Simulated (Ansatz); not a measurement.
The reference is GaAs in the zinc blende structure (space group F-43m, No. 216; a = 5.6590 Å).

Computed with PBEsol (Ansatz, a first-principles code), no spin-orbit coupling.

Modification: P takes the place of As on all its sites, then cell and atoms are relaxed.

Measured band gap: GaAs 1.57 eV (static lattice; corrected from measurement; as listed in Wei Chen et al., Physical Review Materials (2018)); GaP 2.43 eV (static lattice; corrected from measurement; as listed in Wei Chen et al., Physical Review Materials (2018)).

Measured lattice parameter a: GaAs 5.64 Å (static lattice; corrected from measurement; as listed in Daniel Mejia-Rodriguez, S. B. Trickey, Phys. Rev. B (2018)); GaP 5.439 Å (static lattice; corrected from measurement; as listed in Daniel Mejia-Rodriguez, S. B. Trickey, Phys. Rev. B (2018)).

Task: How well does PBEsol reproduce the measured shift?

Result: With PBEsol the band gap moves by +1.03 eV (0.42 → 1.45) against +0.86 eV measured; the lattice parameter a moves by -0.221 Å (5.659 → 5.438) against -0.201 Å measured.

Whether these cells are dynamically stable was not tested.
